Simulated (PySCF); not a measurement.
Gas-phase reaction: 5 H2CSiH2 + 3 HCOOH ⇌ 2 CH3Si(OH)3 + c-Si3H6 + 2 C3H4 (propyne)

Computed with PySCF (xtb for GFN2) and rigid-rotor harmonic-oscillator thermochemistry at 1 bar. † marks an energy on the PBE0/def2-TZVP geometry and frequencies; other levels use their own. All species are closed-shell singlets. B3LYP is the form with VWN-RPA correlation. H2CSiH2, CH3Si(OH)3, c-Si3H6: computed as isolated molecules; such fragments, hydroxides, amides, oligomers or adducts are transient or little studied in the gas. Warning, point group unlike the PBE0 one: CH3Si(OH)3 (GFN2-xTB).

| level | ΔH°(298 K), kJ |
|---|---|
| B3LYP/def2-TZVP† | -1174 |
| GFN2-xTB | ___ |
| HF/def2-TZVP† | -1299 |
| M06-2X/def2-TZVP† | -1335 |
| PBE/def2-TZVP† | ___ |

Q: Some entries are withheld; supply them.

A: 
- GFN2-xTB, ΔH°(298 K), kJ: -1015
- PBE/def2-TZVP†, ΔH°(298 K), kJ: -1145
